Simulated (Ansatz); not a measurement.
Al(H2S)H3 (AlH₅S). The state is a singlet with charge 0. Geometry PBE0-D4/def2-TZVP; atoms count from 1.

Cartesian coordinates in Å:
```
Al -0.241 -0.652 -0.840
S 0.721 0.426 1.238
H 0.885 1.662 0.737
H -0.445 0.753 1.821
H 1.139 -0.694 -1.641
H -1.307 0.476 -1.215
H -0.753 -1.971 -0.100
```

(1) Estimate the Mulliken populations from the PBE0/def2-TZVP orbitals of Ansatz.

(2) And the Mayer bond orders between heavy atoms (over 0.3)?

## Answers

(1) 
| atom | charge (e) |
| --- | --- |
| Al1 | 0.16 |
| S2 | -0.18 |
| H3 | 0.21 |
| H4 | 0.21 |
| H5 | -0.13 |
| H6 | -0.14 |
| H7 | -0.13 |
Mulliken values depend strongly on the basis.

(2) Al1–S2 0.45 (2.53 Å).
